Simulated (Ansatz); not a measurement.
## [GeH$_{3}$···H···N], quartet: transfer scan

Starting geometry:

```xyz
6

Ge   -0.5040    0.0000    0.0000
H    -1.0155    1.4466    0.0000
H    -1.0155   -0.7233    1.2528
H    -1.0155   -0.7233   -1.2528
H     1.0303    0.0000    0.0000
N     2.7590    0.0000    0.0000
```

From there H5 is moved from one fragment to the other while all else, the fragments' distance too, stays fixed, so the hump isn't the reaction's barrier; atoms are numbered as listed. Energies are in kJ/mol, counted from the starting geometry at the same level.

Basis cc-pVDZ; Ansatz 0.2.0. Only valence electrons are correlated (noble-gas cores and the filled d shells of p-block atoms frozen). R marks a restricted (for open shells ROHF) determinant, U an unrestricted one. No spin–orbit coupling is included, and no scalar relativity.

Full CI isn't at hand for all of this; UCCSDT(Q) serves as the reference, and is uncertain by about the last step of the cluster series. The frozen core follows each run's orbitals, which can shift R against U totals by a few meV for light atoms and by up to 0.1 eV past Ca.

```csv
distance Ge1-H5 (Å),UCCSDT(Q),error RHF,error UMP2,error RCCSD,error UCCSD,error UCCSD(T),error BCCD(T)
1.427,5.3,-7.1,-1.6,-0.8,-0.8,-0.2,-0.2
1.534,0.0,0.0,0.0,0.0,0.0,0.0,0.0
1.633,12.0,10.0,2.3,1.1,1.1,0.3,0.3
1.731,30.8,25.0,5.7,2.7,2.5,0.7,0.7
1.829,47.5,47.2,10.1,4.5,3.9,1.1,1.1
1.928,54.1,73.7,12.5,5.8,4.8,1.3,1.3
2.026,47.8,73.3,9.2,5.2,4.3,1.1,1.3
2.125,35.8,56.3,3.5,3.7,3.1,0.8,1.0
2.223,33.4,40.7,-0.8,2.4,1.9,0.5,0.8
```

Errors are those of relative energies. In total energy the starting point itself misses UCCSDT(Q) by: RHF 639.3, UMP2 132.7, RCCSD 12.2, UCCSD 11.9, UCCSD(T) 2.4, BCCD(T) 2.6 kJ/mol.

Spread of the error over the points with a reference, to 2.223 Å (largest less smallest): UCCSD(T) 1.5, BCCD(T) 1.5, UCCSD 5.6, RCCSD 6.7, UMP2 14.1, RHF 80.8 kJ/mol.
